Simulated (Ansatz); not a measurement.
in.yaml

```yaml
crystal:
  periodic: [false, false, false]
  atoms:
    - {symbol: Si, position_ang: [0.000000, 0.000000, 4.254474]}
    - {symbol: C, position_ang: [0.000000, 0.000000, -1.587526]}
    - {symbol: H, position_ang: [0.000000, 0.000000, -2.666949]}
basis:
  gaussian: {orbitals: 6-31G}
magnetization: {spin_polarized: true, initial_magnetization: 1}
correlation: {method: bccd_t, electrons: all}
output: {forces: true}
```

```sh
$ ansatz run in.yaml --threads 1 --pin off --events-out ev --progress --plain --max-ram 2393MiB
```

The program prints:

```
299 factors; integrals over basis functions are off by at most 3.2e-4 eV
mean field evaluation 1: about -8868.4823 eV, gradient 2.9e1 eV
mean field evaluation 2: about -8868.4825 eV, gradient 2.9e1 eV
mean field evaluation 4: about -8887.1255 eV, gradient 2.2e1 eV
mean field evaluation 8: about -8863.5167 eV, gradient 4.0e1 eV
mean field evaluation 16: about -8899.7443 eV, gradient 1.9e-2 eV
mean field evaluation 32: about -8899.8330 eV, gradient 9.4e-8 eV
mean field evaluation 64: about -8900.8378 eV, gradient 2.3e-2 eV
mean field evaluation 96: about -8868.4827 eV, gradient 2.9e1 eV
mean field evaluation 128: about -8900.2591 eV, gradient 4.4e-2 eV
mean field evaluation 160: about -8900.3577 eV, gradient 1.2e-2 eV
...
mean field evaluation 1728: about -8899.8142 eV, gradient 5.4e-2 eV
mean field evaluation 1760: about -8899.7194 eV, gradient 3.1e-4 eV
mean field -8900.83766631 eV, -327.0997510323 hartree, gradient 7.9e-11 eV, S^2 2.754447; 51 other end points of the search recorded, 0 dependent functions left out
determinant -8900.83766631 eV, -327.0997510323 hartree, with singles and doubles -8902.73786704 eV, -327.1695821214 hartree
determinant -8900.83724913 eV, -327.0997357015 hartree, with singles and doubles -8902.73748172 eV, -327.1695679609 hartree
determinant -8900.37536696 eV, -327.0827618448 hartree, with singles and doubles -8902.73064725 eV, -327.1693167990 hartree
determinant -8900.35655540 eV, -327.0820705327 hartree, with singles and doubles -8902.71102879 eV, -327.1685958339 hartree
determinant -8900.28659302 eV, -327.0794994627 hartree, with singles and doubles -8902.75331792 eV, -327.1701499305 hartree
determinant -8900.26324560 eV, -327.0786414605 hartree, with singles and doubles -8902.73275645 eV, -327.1693943104 hartree
determinant -8900.26199116 eV, -327.0785953608 hartree, with singles and doubles -8902.73153360 eV, -327.1693493718 hartree
determinant -8899.83304216 eV, -327.0628317758 hartree, with singles and doubles -8902.46074630 eV, -327.1593981220 hartree
determinant -8899.74430884 eV, -327.0595708865 hartree, with singles and doubles -8902.52112230 eV, -327.1616168989 hartree
determinant -8899.72068508 eV, -327.0587027293 hartree, with singles and doubles -8902.49904155 eV, -327.1608054464 hartree
determinant -8899.72063876 eV, -327.0587010272 hartree, with singles and doubles -8902.49898316 eV, -327.1608033007 hartree
determinant -8899.72058315 eV, -327.0586989836 hartree, with singles and doubles -8902.49907639 eV, -327.1608067267 hartree
determinant -8899.71945666 eV, -327.0586575857 hartree, with singles and doubles -8902.49777179 eV, -327.1607587836 hartree
determinant -8899.71940981 eV, -327.0586558640 hartree, with singles and doubles -8902.49771733 eV, -327.1607567821 hartree
determinant -8899.71930283 eV, -327.0586519325 hartree, with singles and doubles -8902.49778959 eV, -327.1607594377 hartree
determinant -8898.76462374 eV, -327.0235681232 hartree, with singles and doubles -8901.58865327 eV, -327.1273492940 hartree
determinant -8898.76240212 eV, -327.0234864800 hartree, with singles and doubles -8901.58654791 eV, -327.1272719237 hartree
determinant -8898.67618988 eV, -327.0203182387 hartree, with singles and doubles -8901.60556418 eV, -327.1279707587 hartree
determinant -8898.67355571 eV, -327.0202214349 hartree, with singles and doubles -8901.60336693 eV, -327.1278900110 hartree
determinant -8897.98347146 eV, -326.9948613065 hartree, with singles and doubles -8902.13543364 eV, -327.1474431021 hartree
determinant -8897.97926787 eV, -326.9947068274 hartree, with singles and doubles -8902.17908209 eV, -327.1490471531 hartree
determinant -8897.97884973 eV, -326.9946914609 hartree, with singles and doubles -8902.13054149 eV, -327.1472633190 hartree
determinant -8897.97881263 eV, -326.9946900974 hartree, with singles and doubles -8902.13038920 eV, -327.1472577224 hartree
determinant -8897.79216519 eV, -326.9878309307 hartree, with singles and doubles -8901.47905669 eV, -327.1233216942 hartree
determinant -8897.78335989 eV, -326.9875073418 hartree, with singles and doubles -8901.55216471 eV, -327.1260083643 hartree
determinant -8900.83766631 eV, -327.0997510323 hartree, with singles and doubles -8902.73794208 eV, -327.1695848791 hartree
determinant -8900.83724913 eV, -327.0997357015 hartree, with singles and doubles -8902.73755137 eV, -327.1695705206 hartree
determinant -8900.37536696 eV, -327.0827618448 hartree, with singles and doubles -8902.74969810 eV, -327.1700169047 hartree
determinant -8900.35655540 eV, -327.0820705327 hartree, with singles and doubles -8902.72902531 eV, -327.1692571936 hartree
determinant -8900.28659302 eV, -327.0794994627 hartree, with singles and doubles -8902.75337522 eV, -327.1701520365 hartree
determinant -8900.26324560 eV, -327.0786414605 hartree, with singles and doubles -8902.73283182 eV, -327.1693970804 hartree
determinant -8900.26199116 eV, -327.0785953608 hartree, with singles and doubles -8902.73160996 eV, -327.1693521778 hartree
determinant -8899.83304216 eV, -327.0628317758 hartree, with singles and doubles -8902.64798982 eV, -327.1662791942 hartree
determinant -8899.74430884 eV, -327.0595708865 hartree, with singles and doubles -8902.65164379 eV, -327.1664134754 hartree
determinant -8899.72068508 eV, -327.0587027293 hartree, with singles and doubles -8902.63098453 eV, -327.1656542615 hartree
determinant -8899.72063876 eV, -327.0587010272 hartree, with singles and doubles -8902.63099197 eV, -327.1656545347 hartree
determinant -8899.72058315 eV, -327.0586989836 hartree, with singles and doubles -8902.63096981 eV, -327.1656537205 hartree
determinant -8899.71945666 eV, -327.0586575857 hartree, with singles and doubles -8902.62993384 eV, -327.1656156495 hartree
determinant -8899.71940981 eV, -327.0586558640 hartree, with singles and doubles -8902.62977632 eV, -327.1656098605 hartree
determinant -8899.71930283 eV, -327.0586519325 hartree, with singles and doubles -8902.62975682 eV, -327.1656091440 hartree
reference -8900.28659302 eV, -327.0794994627 hartree; 11, 10 occupied and 13, 14 virtual orbitals, 299 factors
second order -1.71766666 eV of doubles, -0.00000000 eV of singles
cycle   1  -2.46669656 eV  change    8.6e-5 eV  update   1.1e-3
cycle   2  -2.46637719 eV  change    3.2e-4 eV  update   2.8e-4
cycle   3  -2.46633770 eV  change    3.9e-5 eV  update   1.0e-4
cycle   4  -2.46633119 eV  change    6.5e-6 eV  update   3.3e-5
cycle   5  -2.46633165 eV  change   -4.6e-7 eV  update   1.1e-5
cycle   6  -2.46632798 eV  change    3.7e-6 eV  update   5.7e-6
cycle   7  -2.46632702 eV  change    9.6e-7 eV  update   3.8e-6
cycle   8  -2.46632760 eV  change   -5.9e-7 eV  update   2.3e-6
perturbative correction -0.02674463 eV, -0.0009828469 hartree
the calculation of the forces begins
Total energy: -8902.77966525 eV, -327.1711181773 hartree
Atom 0 at     0.000000     0.000000     4.254474 Å, force     0.000000    -0.000000    -0.013958 eV/Å
Atom 1 at     0.000000     0.000000    -1.587526 Å, force     0.000000    -0.000000     2.110506 eV/Å
Atom 2 at     0.000000     0.000000    -2.666949 Å, force    -0.000000    -0.000000    -2.096548 eV/Å
Dipole moment:    -0.000000     0.000000    -0.333991 e Å
```

Forces (eV/Å):
```
Si   0.000  0.000 -0.014
C    0.000  0.000  2.111
H    0.000  0.000 -2.097
```

Ran on 1 thread of Intel Xeon Platinum 8488C, shared host: 15 s wall, 0.19 GiB peak host memory.
